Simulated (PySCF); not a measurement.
**AlC⁺: from constants to spectrum**

PBE0 constants of AlC⁺, ³Π (triplet), unpaired electrons σ ↑, π ↑, a second solution, started from another occupation (Al jorge-DZP-DKH, C jorge-DZP-DKH; spin-free X2C with a Gaussian nucleus (PySCF 2.14); masses 26.9815 and 12.0000 u):

* ωe: 227.6 cm⁻¹
* ωexe: 3.24 cm⁻¹
* Be: 0.3336 cm⁻¹
* αe: 0.00761 cm⁻¹

Problem. What force constant and bond length do these constants imply?

Solution. Reduced mass μred = 8.3059 u; k = 5.8918×10⁻⁷·μred·ωe² (u, cm⁻¹, mdyn/Å) = 0.254 mdyn/Å; Re = √(16.8576/(μred·Be)) (u, cm⁻¹, Å) = 2.467 Å.

Problem. Estimate the centrifugal constant D from the Kratzer relation and find the Dunham coefficient a1.

Solution. D = 4Be³/ωe² = 2.87e-06 cm⁻¹; a1 = −1 − αeωe/(6Be²) = -3.59.

For an ion De counts to the pair picked by the measured ionisation energies or electron affinities, which need not be the lowest pair at this level.
